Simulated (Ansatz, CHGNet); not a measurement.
For rock-salt HfN, the machine-learned potential CHGNet 0.3.0 (trained on PBE and PBE+U data) gives:

* **lattice constant a**: 4.532 Å
* **elastic constant C11**: 284 GPa
* **elastic constant C44**: 39.7 GPa
* **polycrystal shear modulus**: 44.3 GPa

Q: What does r²SCAN (Ansatz, a program for electronic structure, plane waves, PAW) give for the same quantities?

A: 
- lattice constant a: 4.525 Å (decreases by 0.2 %)
- elastic constant C11: 608 GPa (grows by 110 %)
- elastic constant C44: 126 GPa (rises by 220 %)
- Voigt–Reuss–Hill shear modulus: 165 GPa (rises by 270 %)

For comparison: lattice constant a 4.524 Å (measured, room temperature, no zero-point or thermal correction; as tabulated in Seo, Lee, Wen, Petrov, Greene, Gall, J. Appl. Phys. 96, 878 (2004)); elastic constant C11 679 GPa (measured, temperature not stated, not corrected to a static lattice; as tabulated in Wu et al. (2005), arXiv:cond-mat/0412374); elastic constant C44 150 GPa (measured, temperature not stated, no zero-point or thermal correction; as tabulated in Wu et al. (2005), arXiv:cond-mat/0412374).

Changes are worked out from the printed values.

Unless a cell is named, each level is at its own relaxed cell (CHGNet 0.3.0 11.64, r²SCAN 11.58 Å³/atom).

Levels without +SOC leave out spin–orbit coupling, which shifts energies and cells of such heavy elements.

Ansatz's density-functional and Hartree–Fock values are scalar-relativistic unless marked +SOC, with PAW data made under PBE.
